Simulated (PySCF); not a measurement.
## From a log to its input

A PySCF 2.14 run on the atoms C 0 0 0; N 0 0 1.187 (angstrom) printed this (some set-up lines and the per-cycle HOMO/LUMO lines with their warnings removed):

```
PySCF version 2.14.0

[INPUT] verbose = 4
[INPUT] num. atoms = 2
[INPUT] num. electrons = 12
[INPUT] charge = 1
[INPUT] spin (= nelec alpha-beta = 2S) = 2
[INPUT] symmetry False subgroup None
[INPUT] Mole.unit = angstrom

nuclear repulsion = 18.7240462162089
number of shells = 16
number of NR pGTOs = 62
number of NR cGTOs = 36
basis = 6-31+g*
ecp = {}

******** <class 'pyscf.dft.uks.UKS'> ********
method = UKS
initial guess = minao
damping factor = 0
level_shift factor = 0
DIIS = <class 'pyscf.scf.diis.CDIIS'>
diis_start_cycle = 1
diis_space = 8
diis_damp = 0
SCF conv_tol = 1e-09
SCF conv_tol_grad = None
SCF max_cycles = 50
direct_scf = True
direct_scf_tol = 1e-13
number electrons alpha = 7  beta = 5
XC library pyscf.dft.libxc version 7.0.0
    S. Lehtola, C. Steigemann, M. J.T. Oliveira, and M. A.L. Marques.,  SoftwareX 7, 1–5 (2018)
XC functionals = pbesol
    J. P. Perdew, A. Ruzsinszky, G. I. Csonka, O. A. Vydrov, G. E. Scuseria, L. A. Constantin, X. Zhou, and K. Burke.,  Phys. Rev. Lett. 100, 136406 (2008)
    J. P. Perdew, A. Ruzsinszky, G. I. Csonka, O. A. Vydrov, G. E. Scuseria, L. A. Constantin, X. Zhou, and K. Burke.,  Phys. Rev. Lett. 100, 136406 (2008)
radial grids:
    Treutler-Ahlrichs [JCP 102, 346 (1995); DOI:10.1063/1.469408] (M4) radial grids

becke partition: Becke, JCP 88, 2547 (1988); DOI:10.1063/1.454033
pruning grids: <function nwchem_prune>
grids dens level: 3
symmetrized grids: False
atomic radii adjust function: <function treutler_atomic_radii_adjust>
small_rho_cutoff = 0
Set gradient conv threshold to 3.16228e-05
tot grids = 28024
init E= -92.3613378495179

cycle= 1 E= -91.6621270374158  delta_E= 0.699  |g|= 0.272  |ddm|=  1.2
cycle= 2 E= -91.5994866342202  delta_E= 0.0626  |g|= 0.474  |ddm|= 0.633
cycle= 3 E= -91.6512622308568  delta_E= -0.0518  |g|= 0.37  |ddm|= 0.635
cycle= 4 E= -91.7179714051651  delta_E= -0.0667  |g|= 0.0115  |ddm|= 0.269
cycle= 5 E= -91.7180746543002  delta_E= -0.000103  |g|= 0.00215  |ddm|= 0.02
cycle= 6 E= -91.7180862402533  delta_E= -1.16e-05  |g|= 0.00293  |ddm|= 0.00955
cycle= 7 E= -91.718093628124  delta_E= -7.39e-06  |g|= 0.000329  |ddm|= 0.00514
cycle= 8 E= -91.7180938747881  delta_E= -2.47e-07  |g|= 0.000179  |ddm|= 0.00143
cycle= 9 E= -91.7180938920141  delta_E= -1.72e-08  |g|= 1.24e-05  |ddm|= 0.00016
cycle= 10 E= -91.7180938922334  delta_E= -2.19e-10  |g|= 5.76e-06  |ddm|= 3.45e-05
Extra cycle  E= -91.7180938919876  delta_E= 2.46e-10  |g|= 2.29e-05  |ddm|= 2.29e-05
converged SCF energy = -91.7180938919876  <S^2> = 2.0035434  2S+1 = 3.0023613
uhf_internal: lowest eigs of H = [3.36096923e-06 6.10315540e-02 1.32194184e-01]
<class 'pyscf.dft.uks.UKS'> wavefunction is stable in the internal stability analysis

WARN: QR decomposition removed 1 vectors.

uhf_real2complex: lowest eigs of H = [0.01882233 0.05628266 0.12249365]
<class 'pyscf.dft.uks.UKS'> wavefunction is stable in the real -> complex stability analysis
uhf_external: lowest eigs of H = [-0.13124981 -0.03555022 -0.02570921]

WARN: System has nonzero charge 1; the dipole moment is origin-dependent.
Location of origin: [0. 0. 0.]

Dipole moment(X, Y, Z, Debye): -0.00000,  0.00000,  1.37388
orbital energies (hartree): [array([-0.7953, -0.7505, -0.7358, -0.4754, -0.4392, -0.1803]), array([-1.2693, -0.7592, -0.7217, -0.7029, -0.6321, -0.3955])]
```

**Question.** Write the input that gave this log.

**Answer.** The input was:

```python
from pyscf import gto, dft

mol = gto.M(
    atom='C 0 0 0; N 0 0 1.187',
    basis='6-31+g*',
    charge=1,
    spin=2,
    verbose=4,
)
mf = dft.UKS(mol, xc='pbesol')
mf.kernel()
mf.stability(internal=True, external=True)
mf.dip_moment()
print('orbital energies (hartree):', [e[max(0, n-3):n+3].round(4) for e, n in zip(mf.mo_energy, mol.nelec)])
```

The bond length is a typed value, not an optimised one. The dipole of an ion depends on the origin. No search for the lowest solution was made.
